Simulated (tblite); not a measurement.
Run record: tight-binding relaxation, `C[C@H](O)CC[O]` [radical].

Computed with GFN2-xTB geometry optimisation, gas phase (tblite 0.8.0). Start geometry: from a force field or distance geometry. A driver script takes a list of jobs; this job's settings line and coordinates (Å) are shown.

Command:
```bash
OMP_NUM_THREADS=1 python probes_run.py task.json out
```

Input:
```
{"job": {"kind": "relax", "xc": "GFN2-xTB", "basis": "xTB"}, "charge": 0, "multiplicity": 2}
C     -0.692600     0.872200    -1.248700
C     -0.983100    -0.143600    -0.165200
O     -1.488900     0.531100     0.989300
C      0.257000    -0.980200     0.220300
C      1.486600    -0.194000     0.768000
O      1.125000     0.418200     1.878200
H     -1.630600     1.380400    -1.540100
H     -0.018200     1.667400    -0.896900
H     -0.267900     0.399500    -2.135700
H     -1.767900    -0.828900    -0.500000
H     -0.681000     0.689300     1.531400
H     -0.048000    -1.731200     0.985800
H      0.571500    -1.556700    -0.643800
H      2.297500    -0.942600     0.818700
H      1.835900     0.427200    -0.083200
```

Question: Give the output.

Answer: 
```
step      E/eV     max force
  0    -576.40342    1.664
  1    -576.50782    0.685
  2    -576.55903    0.591
  3    -576.59992    0.554
  4    -576.62839    0.475
  5    -576.64229    0.329
  6    -576.65488    0.334
  7    -576.66674    0.328
  8    -576.67918    0.414
  9    -576.68962    0.293
... (45 lines left out)
 55    -576.76320    0.017
 56    -576.76324    0.020
 57    -576.76328    0.016
 58    -576.76330    0.012
 59    -576.76333    0.016
 60    -576.76337    0.022
 61    -576.76341    0.020
 62    -576.76344    0.011
 63    -576.76345    0.011
 64    -576.76346    0.010
```

«max force» is the largest atomic force in eV/Å.

Question: From which step on does the largest force stay under 0.1 eV/Å, and how much energy is left to gain from there?

Answer: From step 19 (0.087 eV/Å), 6.2 meV above the end.

Main results: energy lowered by 8.3 kcal/mol over 64 steps; largest atomic force 0.010 eV/Å at the end.

Question: Where do the atoms end?

Answer: 0.150 Å rms from the input after alignment:
```
atom  x, y, z in Å
C1    -0.6973    0.8725   -1.2636
C2    -0.9411   -0.1274   -0.1295
O3    -1.3176    0.4848    1.0466
C4     0.2592   -1.0617    0.1296
C5     1.3796   -0.1718    0.7442
O6     0.9382    0.5239    1.7963
H7    -1.6275    1.3856   -1.4937
H8     0.0296    1.6212   -0.9609
H9    -0.3436    0.3623   -2.1554
H10   -1.7801   -0.7852   -0.4202
H11   -0.4472    0.6890    1.5624
H12   -0.0359   -1.8126    0.8630
H13    0.6067   -1.5467   -0.7807
H14    2.1509   -0.8931    1.0817
H15    1.8219    0.4674   -0.0416
```

The run took 0.29 s on an Arm Neoverse V1 with one thread, shared host with 32 logical CPUs at a one-minute load of 32.
Labels such as C1 count atoms from 1, the log's own numbers from 0.
